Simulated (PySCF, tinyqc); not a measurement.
FCI on RHF in the sto-3g basis, frozen core, for LiH, spin multiplicity 1, step by step. The lowest restricted solution is unstable here: a spin-polarised one lies 0.0041 hartree lower (PySCF). One step of it, computed by the program tinyqc.

Task: FCI: determinants and Hamiltonian. Slater-Condon rules over spin orbitals, with the nuclear repulsion and the energy of the frozen orbital added and E(HF) subtracted on the diagonal. Only determinants linked to the reference directly or through others are kept (one block of an abelian symmetry group), so some states are absent.

one-electron integrals dressed by the frozen orbital, h + 2 (pq|11) - (p1|1q) (hartree):
```
           2          3          4          5          6
2  -0.682890   0.060626   0.000000   0.000000  -0.107175
3   0.060626  -0.332590   0.000000   0.000000   0.072023
4   0.000000   0.000000  -0.305246   0.000000   0.000000
5   0.000000   0.000000   0.000000  -0.305246   0.000000
6  -0.107175   0.072023   0.000000   0.000000  -0.323780
```

energy of the frozen orbital, 2 h_11 + (11|11) = -7.61990888 hartree

Two-electron integrals over orbitals (pq|rs), unique and non-zero (hartree); the lowest 1 orbital is frozen and left out:
```
(22|22) 0.448433    (32|22) -0.060626   (32|32) 0.022490    (33|22) 0.212765
(33|32) 0.015026    (33|33) 0.327451    (42|42) 0.021121    (43|42) 0.020449
(43|43) 0.041385    (44|22) 0.243304    (44|32) 0.014427    (44|33) 0.279313
(44|44) 0.312946    (52|52) 0.021121    (53|52) 0.020449    (53|53) 0.041385
(54|54) 0.016869    (55|22) 0.243304    (55|32) 0.014427    (55|33) 0.279313
(55|44) 0.279207    (55|55) 0.312946    (62|22) 0.107175    (62|32) -0.045579
(62|33) -0.018426   (62|44) -0.038030   (62|55) -0.038030   (62|62) 0.131043
(63|22) -0.058801   (63|32) 0.018451    (63|33) 0.036802    (63|44) 0.008599
(63|55) 0.008599    (63|62) -0.040119   (63|63) 0.031999    (64|42) -0.018298
(64|43) -0.011760   (64|64) 0.019109    (65|52) -0.018298   (65|53) -0.011760
(65|65) 0.019109    (66|22) 0.419885    (66|32) -0.049611   (66|33) 0.238728
(66|44) 0.257644    (66|55) 0.257644    (66|62) 0.095554    (66|63) -0.046726
(66|66) 0.415087
```

nuclear repulsion = 0.72722475 hartree

Hartree-Fock energy = -7.81003106 hartree

Give: determinants; H - E(HF) between determinants.

Result:

Occupation strings over the orbitals (2 doubly, a alpha, b beta, 0 empty; spin orbitals ordered 1a 1b 2a 2b ...): 220000 2ab000 2a000b 2ba000 2b000a 202000 20a00b 200200 200020 20b00a 200002

H - E(HF) between determinants (hartree):
```
         220000   2ab000   2a000b   2ba000   2b000a   202000   20a00b   200200
220000   0.0000   0.0000   0.0000   0.0000   0.0000   0.0225  -0.0456   0.0211
2ab000   0.0000   0.1146   0.0132  -0.0225   0.0456   0.0757   0.0185   0.0204
2a000b   0.0000   0.0132   0.3306   0.0456  -0.1310   0.0185   0.0110  -0.0183
2ba000   0.0000  -0.0225   0.0456   0.1146   0.0132  -0.0757   0.1256  -0.0204
2b000a   0.0000   0.0456  -0.1310   0.0132   0.3306  -0.0185   0.0401   0.0183
202000   0.0225   0.0757   0.0185  -0.0757  -0.0185   0.5796   0.1088   0.0414
20a00b  -0.0456   0.0185   0.0110   0.1256   0.0401   0.1088   0.4997  -0.0118
200200   0.0211   0.0204  -0.0183  -0.0204   0.0183   0.0414  -0.0118   0.6198
200020   0.0211   0.0204  -0.0183  -0.0204   0.0183   0.0414  -0.0118   0.0169
20b00a   0.0456   0.1256   0.0401   0.0185   0.0110  -0.1088  -0.0320   0.0118
200002   0.1310  -0.0401  -0.0116   0.0401   0.0116   0.0320   0.0253   0.0191

         200020   20b00a   200002
220000   0.0211   0.0456   0.1310
2ab000   0.0204   0.1256  -0.0401
2a000b  -0.0183   0.0401  -0.0116
2ba000  -0.0204   0.0185   0.0401
2b000a   0.0183   0.0110   0.0116
202000   0.0414  -0.1088   0.0320
20a00b  -0.0118  -0.0320   0.0253
200200   0.0169   0.0118   0.0191
200020   0.6198   0.0118   0.0191
20b00a   0.0118   0.4997  -0.0253
200002   0.0191  -0.0253   0.6849
```
